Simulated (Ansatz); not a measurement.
A calculation on 1T (CdI2-type) TiTe2 returned lattice constant a 3.764 Å, lattice parameter c 6.963 Å, cohesive energy 4.07 eV/atom.

Q: Which level of theory produced these numbers?
A) PBE (Ansatz (a first-principles code))
B) r²SCAN+rVV10 (Ansatz)
C) r²SCAN (Ansatz)
D) LDA (Ansatz)

A: A, PBE (Ansatz)

The others give: r²SCAN 3.802 Å, 6.906 Å, 3.90 eV/atom; r²SCAN+rVV10 3.782 Å, 6.616 Å, 4.14 eV/atom; LDA 3.667 Å, 6.337 Å, 5.07 eV/atom.

Unless a cell is named, each level is at its own relaxed cell (LDA 24.59, PBE 28.48, r²SCAN 28.81, r²SCAN+rVV10 27.32 Å³/atom).

Caveats: LDA has no dispersion term either, though it tends to give short spacings of layers, chains or molecules (LDA); for a layered or molecular solid the relaxed cell lies over 5 % above the published volume, where the minimum can be shallow (r²SCAN, PBE); the cell comes from a level without a dispersion term, which matters for the spacing of layers, chains or molecules (r²SCAN, PBE). Ansatz's density-functional and Hartree–Fock values are scalar-relativistic unless marked +SOC, with PAW data made under PBE.
